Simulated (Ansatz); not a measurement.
**Ge–NH₂, doublet: the ladder up to UCCSDT(Q)**

Geometry: displaced at random from a stationary point.

```yaml
atoms:
  - { symbol: Ge, position_ang: [0.0271, -0.0001, 0.3390] }
  - { symbol: N, position_ang: [-0.1378, 0.0082, -1.4658] }
  - { symbol: H, position_ang: [-0.0611, 0.8119, -2.0393] }
  - { symbol: H, position_ang: [0.0220, -0.9156, -2.0211] }
```

Basis cc-pVDZ; Ansatz 0.2.0. Only valence electrons are correlated (noble-gas cores and the filled d shells of p-block atoms frozen), which leaves 11 electrons in 36 orbitals. Prefix R: restricted or restricted open-shell reference; prefix U: unrestricted. Active spaces: valence = (11e, 10o) chosen from the atoms' valence shells. No spin–orbit coupling is included, and no scalar relativity.

Full CI isn't at hand for all of this; UCCSDT(Q) serves as the reference, and is uncertain by about the last step of the cluster series. The frozen core follows each run's orbitals, which can shift R against U totals by a few meV for light atoms and by up to 0.1 eV past Ca.

The UHF ⟨S²⟩ is 0.766, the T1 diagnostic (RCCSD) is 0.0240 and the largest doubles amplitude (RCCSD) is 0.051. The T1 diagnostic (UCCSD) is 0.0214.

```csv
level,E − E(RHF) (eV)
UHF,-0.1042
UMP2,-6.5690
UCCSD,-7.1915
UCCSD(T),-7.4069
```

(1) Estimate how far UCCSDT(Q) in cc-pVDZ lies from UCCSD(T). The table doesn't fix it; the size of (T) and the diagnostics are the guide.

(1) UCCSDT(Q) in cc-pVDZ lies 41 meV below UCCSD(T), which is 19 % of the (T) step (-215 meV). The diagnostics are small and one determinant leads, so the series closes fast and only a small part of (T) is left.

The other levels:

```tsv
level	E − E(UCCSDT(Q)) (meV)	share of correlation (%)	wall time
UCCSDT	22	99.70	–
```

The correlation energy at UCCSDT(Q), counted from RHF, is -7.448 eV. That run took 29 s on 1 thread of Arm Neoverse V2, shared host.

Run but not shown, since their state or frozen core can't be matched to the reference's or they repeat it: RHF, RMP2, RCCSD, RCCSD(T), BCCD(T), RCCSDT, RCCSDT(Q), CASSCF (valence space), NEVPT2 (valence space), MRCISD (valence space), MRCISD+Q (valence space).

Times hold each run's SCF and search for its determinant on a shared host, so for small cases they say little of a method's own cost; they ran on 1 thread of Arm Neoverse V2.

Natural occupations of CASSCF (valence space) about the gap: 1.982 1.974 1.971 1.965 1.000 0.035 0.028 0.025 0.021; effectively unpaired electrons, Σ n²(2−n)², 1.02.
